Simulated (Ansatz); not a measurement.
Ansatz (an electronic-structure program) input (PBE0/def2-TZVP):

Ansatz 0.2 input:
```yaml
crystal:
  periodic: [false, false, false]
  atoms:
    - {symbol: Si, position_ang: [-0.00208985, 0.00098185, 0.08026338]}
    - {symbol: H, position_ang: [0.00076796, 1.40657062, -0.39205880]}
    - {symbol: H, position_ang: [1.23601882, -0.70198617, -0.33410250]}
    - {symbol: H, position_ang: [-1.20752894, -0.71833034, -0.39752608]}
basis:
  gaussian:
    orbitals: def2-TZVP
hamiltonian:
  xc: {name: PBE0}
magnetization: {spin_polarized: true, initial_magnetization: 1}
relax: {f_tol: 0.003, max_steps: 100}
```

End of the output:

```
relax step   2: F+E_penalty+E_count = -7921.47171739 eV  Δ(F+E_penalty+E_count) = -3.646e-4 eV  max|allowed force component| = 2.102e-2 eV/Å  Δτ_max = 0.0051 Å  (23 SCF iters, accepted)
these checks for a lower state are left out or cut short: starts, cluster_reference, orbital_swaps, neighbouring_geometries, increment
integrals: 0.01 GiB planned
400 factors; their error is unknown
mean field: 0.13 GiB planned
mean field -7921.47174126 eV, -291.1087171248 hartree, gradient 5.3e-5 eV, S^2 0.753001; 0 other end points of the search recorded, 0 dependent functions left out
the calculation of the forces begins
reference -7921.47176777 eV, -291.1087180992 hartree; 9, 8 occupied and 46, 47 virtual orbitals, 400 factors
relax step   3: F+E_penalty+E_count = -7921.47174126 eV  Δ(F+E_penalty+E_count) = -2.387e-5 eV  max|allowed force component| = 4.258e-3 eV/Å  Δτ_max = 0.0015 Å  (20 SCF iters, accepted)
these checks for a lower state are left out or cut short: starts, cluster_reference, orbital_swaps, neighbouring_geometries, increment
integrals: 0.01 GiB planned
400 factors; their error is unknown
mean field: 0.13 GiB planned
mean field -7921.47174227 eV, -291.1087171622 hartree, gradient 2.2e-5 eV, S^2 0.752998; 0 other end points of the search recorded, 0 dependent functions left out
the calculation of the forces begins
reference -7921.47176879 eV, -291.1087181365 hartree; 9, 8 occupied and 46, 47 virtual orbitals, 400 factors
relax step   4: F+E_penalty+E_count = -7921.47174227 eV  Δ(F+E_penalty+E_count) = -1.018e-6 eV  max|allowed force component| = 9.879e-6 eV/Å  Δτ_max = 0.0003 Å  (19 SCF iters, accepted)
integrals: 0.01 GiB planned
400 factors; their error is unknown
mean field: 0.13 GiB planned
mean field evaluation 32: about -7921.4387 eV, gradient 5.2e-2 eV
mean field -7921.47174227 eV, -291.1087171622 hartree, gradient 2.2e-5 eV, S^2 0.752998; 1 other end points of the search recorded, 0 dependent functions left out
the calculation of the forces begins
reference -7921.47176879 eV, -291.1087181365 hartree; 9, 8 occupied and 46, 47 virtual orbitals, 400 factors
Total energy: -7921.47176879 eV, -291.1087181365 hartree
Atom 0 at    -0.002004     0.000942     0.076996 Å, force     0.000000    -0.000000    -0.000010 eV/Å
Atom 1 at     0.000710     1.411269    -0.391028 Å, force    -0.000000     0.000002     0.000003 eV/Å
Atom 2 at     1.240061    -0.704288    -0.332879 Å, force     0.000002    -0.000001     0.000003 eV/Å
Atom 3 at    -1.211598    -0.720686    -0.396513 Å, force    -0.000002    -0.000001     0.000003 eV/Å
Dipole moment:    -0.000173     0.000082     0.006665 e Å
```
